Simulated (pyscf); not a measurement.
**Routes from H₃Sn–SnH₃ (SMILES [SnH3][SnH3]) + HF (SMILES F)**

Candidate steps break at most two bonds and form at most two. Each was searched with GFN2-xTB (tblite) first. Structures and frequencies: ωB97X-D3(BJ)/def2-SVP in PySCF. Energies: ωB97M-D3(BJ)/def2-TZVP, kJ/mol, from the separated reactants, singlet surface; ΔG‡ with ideal gas, 1 atm, RRHO with modes under 100 cm⁻¹ raised to 100, one conformer, R ln 2 for chiral ones without a mode under 150 cm⁻¹.

```json
[
 {"products": "F–SnH₂–SnH₃ + H₂", "type": "four-centre exchange", "ΔE‡": "113.5", "ΔE": "-35.4", "ΔG‡ 298 K": "144.6", "ΔG‡ 900 K": "222.1", "ν‡ (cm⁻¹)": "1094i"},
 {"products": "F–SnH₃ + SnH₄", "type": "four-centre exchange", "ΔE‡": "146.9", "ΔE": "+0.4", "ΔG‡ 298 K": "173.5", "ΔG‡ 900 K": "249.3", "ν‡ (cm⁻¹)": "937i"}
]
```

Plain bond fissions and candidates not yet searched are not listed, and one of them may be faster. Each barrier is that of the saddle found; lower ones may exist. Elements past Kr carry the def2 core potentials, without spin-orbit coupling.
